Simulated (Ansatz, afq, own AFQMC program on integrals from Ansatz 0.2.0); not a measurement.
**Where AFQMC and coupled cluster stand for AlGeH, triplet**

```xyz
3

Ge    0.0000    0.0000    2.1260
Al    0.0000    0.0000   -0.2625
H     0.0000    0.0000   -1.8635
```

Connectivity, by distances: Ge–AlH.

Basis cc-pVDZ. Noble-gas cores (and the filled d shells of Ga–Kr and In–Xe) are frozen. Ansatz 0.2.0 and our own AFQMC program on the same integrals; the CISD trial comes from CCSD amplitudes, and released means the phaseless constraint is let go. Uncertainties: one standard error, sampling alone. No spin–orbit coupling.

Determinant: ROHF, the one that the program's search chose, which needn't be the lowest solution. The geometry is a PBE0/def2-TZVP stationary point of this or a neighbouring charge and spin state.

No full CI on the walks' own integrals is used here; CCSDTQ serves as the reference and is uncertain by about the last step of the cluster series.

Cautions: no relativity below Rb; no spin-orbit coupling; inner d shell frozen; the released energies are still falling, so no released level is given (meV from the phaseless value at times in 1/Eh: -5 ± 4 at 0.24, -7 ± 3 at 0.51, -8.7 ± 1.9 at 0.99, -10 ± 3 at 1.62, -20 ± 5 at 2.40), though the last usable value meets CCSDTQ within the noise.

```
T1 diagnostic                               : 0.0250
weight of the determinant in the CISD state : 0.877
size of the correlated space                : 8 electrons in 31 orbitals
```

Reference: CCSDTQ, correlation energy -4.086 eV.

```csv
level,E − E(reference) (kcal/mol),share of correlation (%)
HF,94.23,0.00
MP2,22.58,76.04
CCSD,4.77,94.94
CCSD(T),1.18,98.74
CCSDT,0.27,99.71
CCSDT(Q),0.03,99.96
ph-AFQMC/HF,1.25 ± 0.50,98.68
ph-AFQMC/CISD,0.41 ± 0.07,99.57
```

CCSDT and higher add their correlation energy to the determinant of the CCSD(T) run, since their own runs factorise the integrals more tightly (a shift of under 2 meV). A walk keeps the symmetry of its determinant, which the program's search chose and which needn't be the lowest solution, so a lower state of the same spin and another symmetry isn't excluded.
